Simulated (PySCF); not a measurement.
Gas-phase reaction: 2 CH3OH + C3H4 (allene) ⇌ HCOOH + C4H10 (isobutane)

Computed with PySCF and rigid-rotor harmonic-oscillator thermochemistry at 1 bar. The comparison is the NASA 1993 polynomial table, which mixes measured and estimated data. † marks an energy on the PBE0/def2-TZVP geometry and frequencies. MP2 and CCSD(T) freeze the core. All species are closed-shell singlets. MP2 isn't extrapolated to the basis-set limit; its ΔH°(298 K) is -366.7 kJ in def2-SVP and -323.1 kJ in def2-TZVPP. CCSD(T) isn't extrapolated to the basis-set limit. The harmonic model lacks anharmonicity and excited electronic states, which grow with temperature; levels with a mode under 35 cm⁻¹ are left out. Internal rotation in CH3OH, HCOOH, C4H10 (isobutane) is treated as a harmonic vibration of one conformer, which makes the entropy rough.

ΔH° and ΔS° at 298 K: table -303 kJ, -179 J/K; BLYP/def2-TZVP† -259 kJ, -178 J/K; CCSD(T)/def2-SVP† -344 kJ, -178 J/K; M06-2X/def2-TZVP† -297 kJ, -178 J/K; MP2/def2-SVP† -367 kJ, -178 J/K.

Question: With the heat capacities included, give log10 K at 500, 600, 1000, 1200, 2500 K for each.

Answer: 
```tsv
T (K)	table	BLYP/def2-TZVP†	CCSD(T)/def2-SVP†	M06-2X/def2-TZVP†	MP2/def2-SVP†
500	22.3	17.7	26.6	21.7	29.0
600	17.0	13.2	20.6	16.5	22.6
1000	6.7	4.2	8.6	6.2	9.8
1200	4.1	2.0	5.7	3.6	6.7
2500	-2.2	-3.6	-1.8	-2.8	-1.3
```
Ten kJ in ΔG° is worth 1.04 decades in K at 500 K and 0.21 at 2500 K. Holding ΔH° and ΔS° at their 298 K values would give -3.0 (table), -3.9 (BLYP/def2-TZVP†), -2.1 (CCSD(T)/def2-SVP†) at 2500 K.
